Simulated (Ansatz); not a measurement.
Consider TiC in the rock salt structure (space group Fm-3m, No. 225; a = 4.3278 Å).

Level of theory: r2SCAN, PAW, 500 eV (Ansatz, an electronic-structure program; scalar-relativistic without spin-orbit coupling).

```csv
level,lattice parameter a
r2SCAN,4.328 Å
```

Problem. From these computed values, estimate the measured ones, and say how each level misses.

Solution. Measured: lattice parameter a 4.33 Å (temperature not stated; as listed in Guo-Xu Zhang et al., New Journal of Physics (2018)). Computed minus measured — lattice parameter a: r2SCAN -0.0 %. Measured values not marked as corrected hold thermal and zero-point effects that the static-lattice runs lack.

Stability against distortions was not tested. The final runs are not spin-polarised.
